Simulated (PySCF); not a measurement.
Property card for `O=C1[CH]OCC1` [radical]

C4H5O2 (doublet state).
Z-matrix (Å and degrees, PBE0-D3(BJ)/def2-SVP geometry), rows numbered from 1:
```
O 
C   1  1.2210
C   2  1.4277  1  128.37
O   3  1.3256  2  114.12  1   179.77
C   4  1.4467  3  109.98  2    -0.13
C   5  1.5223  4  106.98  3     0.45
H   3  1.0895  2  128.62  1    -0.21
H   5  1.0996  4  106.86  3   122.69
H   5  1.0997  4  106.87  3  -121.70
H   6  1.1002  2  109.38  1    59.21
H   6  1.1000  2  109.43  1   -58.21
```

**PBE0-D3(BJ)/def2-SVP geometry optimisation, gas phase (PySCF)**

| Item | Value |
| --- | --- |
| Point group | Cs |
| Rotational constants A, B, C | 7.789, 3.538, 2.510 GHz |
| Dipole moment | 3.25 D |

**UKS B3LYP, IGLO-III on C O, pcH-1 on H, non-relativistic, mean-field spin-orbit, GIAO (PySCF)**

| Item | Value |
| --- | --- |
| Isotropic g value | 2.00502 |
| Principal g values | 2.00206, 2.00570, 2.00729 |
| Spin squared ⟨S²⟩ | 0.758 |
| Largest Mulliken spin population | 0.60 on C3 |
| Largest isotropic hyperfine couplings (means over sets of like nuclei) | 1H -42.6 (H7), 13C +39.5 (C3), 13C -28.1 (C2), 17O -26.5 (O4), 17O -19.1 (O1) MHz |

Monoisotopic mass from the formula: 85.0290 u.

 g_iso is shifted by about +2700 ppm from the free-electron value 2.002319; the principal values span 0.0052. ⟨S²⟩ is 0.008 above the pure-spin value S(S + 1) = 0.75. At 9.50 GHz, hν = g·μB·B₀ (B₀ the magnetic field) puts the centre of the isotropic spectrum, to first order, at 338.5 mT. The dipole matches unit charges of opposite sign 0.68 Å apart (1 e·Å = 4.8032 D). The rotational constants make it an asymmetric top with κ = (2B − A − C)/(A − C) = -0.61, nearer the prolate limit (−1).

The unpaired spin is shared among atoms: the largest Mulliken spin population is 0.60.
